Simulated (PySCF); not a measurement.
**Core-level binding energies of `[O-]C1CC1`**

C3H5O (charge -1).
Numbering: `[O-:1][CH:2]1[CH2:3][CH2:4]1`

Geometry (PBE0-D3(BJ)/def2-SVP, Å), atoms numbered from 1 in this order:
```xyz
9
C3H5O angstrom
O      1.5549   -0.3292   -1.2016
C      0.8954   -0.1130   -0.1206
C     -0.5195   -0.6890    0.1569
C     -0.3532    0.8060   -0.0426
H      1.4422   -0.0417    0.8776
H     -0.8195   -1.0490    1.1527
H     -0.9513   -1.2535   -0.6789
H     -0.6773    1.2125   -1.0088
H     -0.5446    1.4689    0.8151
```

Computed with delta-SCF UKS SCAN, pcX-2 on the ionised atom, pcseg-1 elsewhere, spin-free X2C in PySCF. These are vertical core ionisation energies against the vacuum level, from separate self-consistent calculations with and without the core hole.

Problem. What binding energy does each computed site have?

Solution. 
| atom(s) | bonded to | level | binding energy (eV) | above the level's lowest (eV) | count |
| --- | --- | --- | --- | --- | --- |
| O1 | C | O 1s | 528.85 | 0.00 | 1 |
| C2 | O, 2 C and H | C 1s | 285.83 | +1.22 | 1 |
| C3/C4 | 2 C and 2 H | C 1s | 284.61 | 0.00 | 2 |

The listed C 1s values span 1.22 eV, from C3/C4 (bonded to 2 C and 2 H) to C2 (bonded to O, 2 C and H).

Problem. Which effective nuclear charge Zeff reproduces each element's mean 1s value in the hydrogen-like formula E = 13.606 eV × Zeff²?

Solution. C (Z = 6): mean 285.0 eV, Zeff = 4.58, Z − Zeff = 1.42; O (Z = 8): mean 528.8 eV, Zeff = 6.23, Z − Zeff = 1.77. Means run over the listed sites, weighted by atom count.

Atoms equivalent by their bonding share one computed value, that of the first of them. The species carries charge -1, so core ionisation leaves a neutral species. The basis sets have no added diffuse functions. Isolated species at its PBE0-D3(BJ)/def2-SVP geometry, gas phase. The geometry's basis has no diffuse functions, a weakness for an anion.
